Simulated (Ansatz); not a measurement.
**HSiN, triplet in cc-pVDZ: errors against RCCSDTQ**

Geometry: a point of a stretch scan, not a stationary point.

```json
{"atom": "Si", "x (Å)": "0.0000", "y (Å)": "-0.1204", "z (Å)": "0.7122"}
{"atom": "N", "x (Å)": "0.0000", "y (Å)": "0.1532", "z (Å)": "-1.5302"}
{"atom": "H", "x (Å)": "0.0000", "y (Å)": "1.2256", "z (Å)": "1.4182"}
```

Basis cc-pVDZ; Ansatz 0.2.0. Correlated methods freeze the noble-gas cores, which leaves 10 electrons in 31 orbitals. R marks a restricted (for open shells ROHF) determinant, U an unrestricted one. Active spaces: pair = (4e, 4o) about the gap; valence = (10e, 9o) chosen from the atoms' valence shells.

Full CI isn't at hand for all of this; RCCSDTQ serves as the reference, and is uncertain by the last step of the cluster series or more. The frozen core follows each run's orbitals, which can shift R against U totals by a few meV.

Unrestricted rows (U) aren't spin-pure: their determinants' ⟨S²⟩ exceeds S(S+1) by up to 0.37, so they mix in states of higher spin. Coupled cluster chose its determinant by a search with trial CCSD, here up to 0.14 eV above the lowest Hartree–Fock solution of its kind. For open shells CISD is restricted-active-space CI with the open shells as a complete middle space.

* UHF ⟨S²⟩: 2.788
* ⟨S²⟩ of the determinant under UCCSD: 2.365
* T1 diagnostic (RCCSD): 0.0392
* largest doubles amplitude (RCCSD): 0.099
* T1 diagnostic (UCCSD): 0.0530

Question: From what is known of these methods and the diagnostics, rank them by the size of their error in total energy against RCCSDTQ in cc-pVDZ, smallest first (an estimate: the text doesn't fix the numbers).
A. CASSCF (valence space)
B. UCCSD(T)
C. MRCISD (pair space)
D. NEVPT2 (valence space)
E. RCCSD

Answer: B (2.99 mEh), E (9.88 mEh), C (19.73 mEh), D (37.22 mEh), A (161.31 mEh).

All errors are against RCCSDTQ in cc-pVDZ. Within each family the higher level lies nearer, as is usual though not guaranteed.

Natural occupations of CASSCF (valence space) about the gap: 1.997 1.979 1.926 1.874 1.001 0.998 0.112 0.088 0.025; effectively unpaired electrons, Σ n²(2−n)², 2.15.
